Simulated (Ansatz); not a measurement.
The input, for Ansatz 0.2.0:

```yaml
crystal:
  periodic: [false, false, false]
  atoms:
    - {symbol: F, position_ang: [0.000000, -0.674306, 1.490349]}
    - {symbol: P, position_ang: [0.000000, 0.600388, 0.503498]}
    - {symbol: Si, position_ang: [0.000000, -0.205998, -1.563422]}
basis:
  gaussian: {orbitals: cc-pVDZ}
total_charge: 1
magnetization: {spin_polarized: false, initial_magnetization: 1}
correlation: {method: ccsdt_q, electrons: outside_noble_gas}
```

```sh
$ ansatz run in.yaml --threads 1 --pin off --events-out ev --progress --plain --max-ram 2393MiB
```

Log:

```
913 factors; integrals over basis functions are off by at most 1.5e-7 eV
mean field evaluation 1: about -19822.3490 eV, gradient 5.4e1 eV
mean field evaluation 2: about -19822.4044 eV, gradient 5.3e1 eV
mean field evaluation 4: about -19829.4088 eV, gradient 5.8e0 eV
mean field evaluation 8: about -19829.6041 eV, gradient 9.1e-1 eV
mean field evaluation 16: about -19829.6245 eV, gradient 1.1e-4 eV
mean field evaluation 32: about -19830.4943 eV, gradient 2.3e-6 eV
mean field evaluation 64: about -19829.6244 eV, gradient 8.0e-2 eV
mean field evaluation 96: about -19824.7892 eV, gradient 2.2e1 eV
mean field evaluation 128: about -19813.6048 eV, gradient 4.1e1 eV
mean field evaluation 160: about -19821.2575 eV, gradient 6.2e-3 eV
...
cycle  28  -10.46899303 eV  change   -8.0e-8 eV  update   1.5e-5
cycle  29  -10.46899379 eV  change   -7.5e-7 eV  update   1.2e-5
cycle  30  -10.46899903 eV  change   -5.2e-6 eV  update   9.7e-6
cycle  31  -10.46900020 eV  change   -1.2e-6 eV  update   7.2e-6
cycle  32  -10.46899842 eV  change    1.8e-6 eV  update   5.7e-6
cycle  33  -10.46899821 eV  change    2.1e-7 eV  update   4.2e-6
cycle  34  -10.46899785 eV  change    3.6e-7 eV  update   2.9e-6
cycle  35  -10.46899728 eV  change    5.7e-7 eV  update   2.3e-6
cycle  36  -10.46899752 eV  change   -2.4e-7 eV  update   1.9e-6
cycle  37  -10.46899771 eV  change   -1.9e-7 eV  update   1.6e-6
perturbative correction -0.02676600 eV, -0.0009836325 hartree
Total energy: -19840.99011291 eV, -729.1429379432 hartree
```

For the same geometry and basis UCCSDT(Q) lies 6.5 meV lower.

Ran on 1 thread of Intel Xeon, shared host: 3.1 min wall, 0.84 GiB peak host memory.
